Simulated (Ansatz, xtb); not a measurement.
Loss of CH3F: C3H5F → C2H2 + CH3F

Species: C3H5F `C/C=C/F`, singlet; C2H2 (acetylene) `C#C`, singlet; CH3F (fluoromethane) `CF`, singlet. 

Shapes, held fixed at every level: PBE0-D4/def2-TZVP. Programs: Ansatz 0.2.0, xtb 6.7.1. The zero-point and thermal change to 298 K, harmonic and unscaled (PBE0-D4/def2-TZVP), is -11.2 kJ/mol.

(1) Estimate ΔH(298 K) of this reaction.

## Answers

(1) The highest level, CCSD(T)/CBS estimate, gives ΔH(298 K) = +162.9 kJ/mol; the levels span +161.2 to +194.7. The column of differences is taken from that level and isn't an error. No measured value is set beside it here. The CBS estimate extrapolates MP2 from def2-TZVPP and def2-QZVPP and adds CCSD(T) − MP2 in the triple-zeta set, cores frozen.

| level | kind | ΔH(298 K) (kJ/mol) | less CCSD(T)/CBS estimate |
| --- | --- | --- | --- |
| GFN1-xTB | semi-empirical | +161.2 | -1.7 |
| B3LYP-D4/def2-TZVPP | global hybrid | +171.9 | +9.0 |
| BHLYP-D4/def2-TZVPP | global hybrid | +177.8 | +14.9 |
| r2SCAN0-D4/def2-TZVPP | global hybrid | +194.7 | +31.8 |
| wB97M-V/def2-TZVPP | range-separated hybrid | +175.3 | +12.4 |
| CCSD(T)/def2-SVP | coupled cluster or CI | +178.0 | +15.1 |
| CCSD/def2-SVP | coupled cluster or CI | +176.5 | +13.6 |
| CCSD(T)/def2-TZVPP | coupled cluster or CI | +163.8 | +0.9 |
| CCSD(T)/CBS estimate | coupled cluster or CI | +162.9 | 0.0 |
